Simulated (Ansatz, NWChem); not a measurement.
Predicting a hybrid from its neighbours: C3H8 (propane)

C3H8: 11 atoms, total charge 0, spin state singlet. As SMILES, `CCC`. The shape is that of a PBE0-D4/def2-TZVP optimisation.

The electronic atomisation energy y, in eV, basis def2-SVP; a is the functional's share of exact exchange. Programs: Ansatz 0.2.0, NWChem 7.3.0.

| functional | program | a | y (eV) |
| --- | --- | --- | --- |
| PBE | Ansatz | 0 | 44.25 |
| TPSS | NWChem | 0 | 44.11 |
| B3LYP | Ansatz | 0.2 | 43.66 |
| r2SCAN0 | Ansatz | 0.25 | 43.65 |
| PBE0 | Ansatz | 0.25 | ? |
| BHLYP | Ansatz | 0.5 | 43.05 |

Problem. Fit y = c + s·a to the known rows and predict PBE0.

Solution. 
1. Means of the 5 rows: a = 0.1900, y = 43.744.
2. Σ(Δa)² = 0.172, Σ(Δa·Δy) = -0.3873, so the slope is -0.3873/0.172 = -2.2517.
3. Intercept: 43.744 − (-2.2517) × 0.1900 = 44.172. The largest residual of the fit is 0.078.
4. PBE0: 44.172 + (-2.2517) × 0.25 = 43.61 eV.

The run gave 44.00 eV, so the prediction is off by -0.39 eV, more than the scatter of the fit. The rows mix families of semi-local functionals, which the line can't see.
